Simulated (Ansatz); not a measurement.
## La (model structure, started from the omega type, P6/mmm, No. 191, 3 atoms in the cell): volume per atom by level of theory

No measured value is used here.

```csv
level (code),value (Å³/atom)
PBE (Ansatz),37.23
PBEsol (Ansatz),34.22
PBE-D3(BJ) (Ansatz),(withheld)
```

Problem. Fill in the missing entries.

Solution. 
- PBE-D3(BJ) (Ansatz, a first-principles code), value (Å³/atom): 34.60

Ansatz's density-functional and Hartree–Fock values are scalar-relativistic unless marked +SOC, with PAW data made under PBE.

A model structure was made by putting elements into a prototype or built by hand; it is no filed structure, need not be a known phase, and can be a saddle point held by its symmetry.
